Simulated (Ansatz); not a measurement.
**CHMg (doublet): from Hartree-Fock to the top rungs at distance Mg2–H3 = 3.718 Å, 6-31G**

An exercise on one series of results from a longer session: the logs are not shown, and one member is left open.

The runs use Ansatz 0.2.0, Gaussian basis; 6-31G, core rule «outside noble gas», up to 6 orbitals frozen.

The runs, in order: UHF; CCSD(T) on ROHF; CCSD(T) on UHF; BCCD(T) on ROHF; CISD as a restricted active space (open shells left free, so some higher excitations enter); CCSDT(Q) on ROHF; CCSDT(Q) on UHF; CISDTQ; CCSDTQ on ROHF; CCSDTQ on UHF; CASSCF and MRCISD+Q, 3 electrons in 3 orbitals; CASSCF and NEVPT2, 3 electrons in 3 orbitals; CASSCF and MRCISD+Q, 7 electrons in 9 orbitals; CASSCF and NEVPT2, 7 electrons in 9 orbitals; Full CI; Full CI in the symmetry of the determinant.

18 further runs of the same task are left out: 5 for a known fault of the program, 10 that didn't finish, 3 set aside as unsound or not needed. Runs told in other sessions of the task aren't counted.

### The system

The geometry derives from a PBE0/def2-TZVP stationary point (not a proven minimum). One bond is set to the value named and the two fragments are kept rigid.

3 atoms, charge 0, spin multiplicity 2.

Atoms are counted from 1 here; the program's logs count them from 0.

Bond lengths: C1–Mg2 2.097 Å.

Set-up of the first run:

The input, in.yaml:

```yaml
crystal:
  periodic: [false, false, false]
  atoms:
    - {symbol: C, position_ang: [0.000000, 0.000000, -2.637281]}
    - {symbol: Mg, position_ang: [0.000000, 0.000000, -0.540360]}
    - {symbol: H, position_ang: [0.000000, 0.000000, 3.177640]}
basis:
  gaussian: {orbitals: 6-31G}
magnetization: {spin_polarized: true, initial_magnetization: 1}
hamiltonian: {xc: hf}
output: {orbitals: {seedname: orbitals}}
```

Started as:

```bash
$ ansatz run in.yaml --threads 1 --pin off --events-out ev --progress --plain --max-ram 2393MiB
```

Among the steps run: UHF; CCSD(T) on ROHF; CCSD(T) on UHF; BCCD(T) on ROHF; CISD as a restricted active space (open shells left free, so some higher excitations enter); CCSDT(Q) on ROHF; CCSDT(Q) on UHF; CISDTQ; CCSDTQ on ROHF; CCSDTQ on UHF; CASSCF and MRCISD+Q, 3 electrons in 3 orbitals; CASSCF and NEVPT2, 3 electrons in 3 orbitals; CASSCF and MRCISD+Q, 7 electrons in 9 orbitals; CASSCF and NEVPT2, 7 electrons in 9 orbitals; Full CI; Full CI in the symmetry of the determinant.

One of the session's tables, all rows but one given; the rest of the session is left out.

```
          method  from FCI (kJ/mol)
             UHF             +154.3
            UMP2              +58.5
           UCCSD                  ?
        UCCSD(T)               +5.2
          UCCSDT               +5.7
       UCCSDT(Q)               +3.2
         UCCSDTQ               +1.3
  CASSCF valence              +58.1
  NEVPT2 valence              +20.1
  MRCISD valence               +5.5
MRCISD+Q valence               +4.5
             FCI                  0
```

Estimate the missing values for UCCSD.

As computed: from FCI (kJ/mol): +11.8. In the column «from FCI (kJ/mol)» it lies between UCCSDT (+5.7) and NEVPT2 valence (+20.1).

Left out of the table: CASSCF pair, NEVPT2 pair, MRCISD pair, MRCISD+Q pair (the active space lost an orbital or holds another state than full CI finds).

Caveats from the session: The determinant of CCSD(T) (⟨S²⟩ 2.65) is far from a pure spin state, so its energy mixes those of several spin states; high orders of coupled cluster remove much of that, low ones don't. The determinant of CCSDT(Q) (⟨S²⟩ 2.65) is far from a pure spin state, so its energy mixes those of several spin states; high orders of coupled cluster remove much of that, low ones don't. The determinant of CCSDTQ (⟨S²⟩ 2.65) is far from a pure spin state, so its energy mixes those of several spin states; high orders of coupled cluster remove much of that, low ones don't. Left out of the table: ROHF, RMP2, CISD, RCCSD, RCCSD(T), BCCD(T), RCCSDT, CISDTQ, RCCSDT(Q), RCCSDTQ (another determinant or state than the rows shown). Levels on UHF freeze UHF's core orbitals, full CI those of ROHF, so the U rows can settle a little off it for that reason alone.
